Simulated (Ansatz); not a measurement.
# OH, doublet: stretch scan

Starting geometry (PBE0/def2-TZVP stationary point for this spin):

```xyz
2

O     0.0000    0.0000    0.0000
H     0.0000    0.0000    0.9731
```

From there H2 moves along the line of the two atoms named below, all else staying in place; atoms are numbered as listed. Energies are in kJ/mol, counted from the starting geometry at the same level. Kohn–Sham curves are unrestricted where that lies lower.

Basis cc-pVDZ; Ansatz 0.2.0. Only valence electrons are correlated (noble-gas cores frozen).

Unrestricted Kohn–Sham rows aren't spin-pure: their determinants' ⟨S²⟩ exceeds S(S+1) by up to 1.00, so they mix in states of higher spin.

In so small a basis the reference is far from its limit while semilocal and hybrid functionals are nearer theirs (RPA and double hybrids share much of the reference's basis error), so the functionals' errors here hold much of the reference's basis and frozen-core error, which can add to them or hide them.

Full CI is exact within this basis and frozen core; it isn't the basis-set limit.

```
distance O1-H2 (Å)  full CI  SPW92    PBE   BLYP  r2SCAN   PBE0  B3LYP  wB97M-V  B2PLYP  RPA-PBE
             0.761    193.1  205.5  202.0  202.9   191.9  190.6  193.2    191.3   189.8    200.3
             0.884     26.7   32.2   31.3   32.1    26.9   26.1   27.7     26.6    25.9     29.7
             0.973      0.0    0.0    0.0    0.0     0.0    0.0    0.0      0.0     0.0      0.0
             1.048      9.0    4.4    4.7    3.7     8.5    9.3    7.6      8.9     9.4      6.5
             1.165     52.1   41.7   41.9   38.7    51.3   53.7   49.1     52.7    53.6     46.0
             1.371    154.8  141.3  140.0  132.9   158.2  164.0  153.9    162.4   164.1    145.4
             1.559    240.1  234.7  231.0  220.6   253.6  262.0  248.6    262.4   269.7    233.8
             1.817    321.0  340.9  328.4  315.0   340.6  346.6  338.0    355.9   352.1    330.9
             2.108    366.5  414.3  384.5  374.2   389.7  387.9  386.0    401.3   388.1    380.1
             2.689    390.6  470.6  421.7  416.1   422.5  412.6  417.3    425.3   407.8    393.9
             3.235    394.0  485.8  430.3  426.5   429.5  417.1  424.0    428.8   411.6    388.3
```

**Question.** Judged by the spread of the error over the points with a reference (largest less smallest), which of these follows full CI best and which worst?

**Answer.** Subtracting the full CI column from each: best RPA-PBE (errors from -9.4 to 13.6, spread 23.0 kJ/mol), worst SPW92 (from -13.5 to 91.8, spread 105.3 kJ/mol). Functionals and wave-function methods converge differently with the basis, so part of this is basis effect.

PBE at 3.235 Å lies 36.3 kJ/mol (9 %) above the reference in this basis. PBE0 at 3.235 Å lies 23.1 kJ/mol (6 %) above the reference in this basis. SPW92 at 3.235 Å lies 91.8 kJ/mol (23 %) above the reference in this basis. BLYP at 3.235 Å lies 32.5 kJ/mol (8 %) above the reference in this basis.
